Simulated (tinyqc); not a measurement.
Inside a calculation. Method: harmonic frequencies on the UHF/sto-6g surface (energies and gradients from PySCF), for H2O+, spin multiplicity 2. One step of it, computed by the program tinyqc.

Task: One row of the Hessian: 1Oy. Displace 1Oy by +/-0.01 bohr; H(k, :) = (g(+) - g(-)) / (2 delta).

optimised positions (bohr):
```
           x          y          z
1O  0.026523  -0.055743  -0.053258
2H  0.030963   1.539660   1.069359
3H  0.021883  -1.655882   1.062598
```

gradient at +delta (hartree/bohr):
```
              x            y            z
1O   0.00002005   0.00705947   0.00008058
2H  -0.00000996  -0.00355436  -0.00251324
3H  -0.00001010  -0.00350512   0.00243265
```

gradient at -delta (hartree/bohr):
```
              x            y            z
1O  -0.00002007  -0.00705945   0.00006870
2H   0.00000964   0.00348654   0.00243830
3H   0.00001042   0.00357291  -0.00250700
```

Give: row of the Hessian.

Result:

row of the Hessian (hartree/bohr^2): 1Ox 0.002006, 1Oy 0.705946, 1Oz 0.000594, 2Hx -0.000980, 2Hy -0.352045, 2Hz -0.247577, 3Hx -0.001026, 3Hy -0.353901, 3Hz 0.246982
